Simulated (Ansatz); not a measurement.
One change: `CCSCC` becomes `CCCSCC`.

Ansatz, PBE0-D4/def2-TZVP geometries, multiplicity 1. Each molecule was computed in one conformer, which needn't be the lowest.

```json
{"property": "HOMO energy (B3LYP/def2-TZVPP) / eV", "`CCSCC`": "-5.99"}
{"property": "HOMO energy (PBE0/def2-TZVPP) / eV", "`CCSCC`": "-6.21"}
{"property": "size of the dipole moment (PBE/def2-TZVPP) / D", "`CCSCC`": "1.59"}
{"property": "HOMO–LUMO gap (ωB97M-V/def2-TZVPP) / eV", "`CCSCC`": "10.96"}
{"property": "LUMO energy (PBE0/def2-TZVPP) / eV", "`CCSCC`": "1.05"}
{"property": "LUMO energy (PBE/def2-TZVPP) / eV", "`CCSCC`": "0.23"}
```

(1) What does the change do to each property? (Estimate.)

## Answers

(1) Ansatz gave: 
| property | `CCCSCC` | shift |
| --- | --- | --- |
| HOMO energy (B3LYP/def2-TZVPP) / eV | -5.96 | 0.03 |
| HOMO energy (PBE0/def2-TZVPP) / eV | -6.18 | 0.03 |
| size of the dipole moment (PBE/def2-TZVPP) / D | 1.64 | 0.05 |
| HOMO–LUMO gap (ωB97M-V/def2-TZVPP) / eV | 10.83 | -0.13 |
| LUMO energy (PBE0/def2-TZVPP) / eV | 0.94 | -0.11 |
| LUMO energy (PBE/def2-TZVPP) / eV | 0.12 | -0.11 |

Dipoles are sizes alone; their direction can turn.

B3LYP here is the variant with VWN-RPA as its local correlation; programs differ in this.
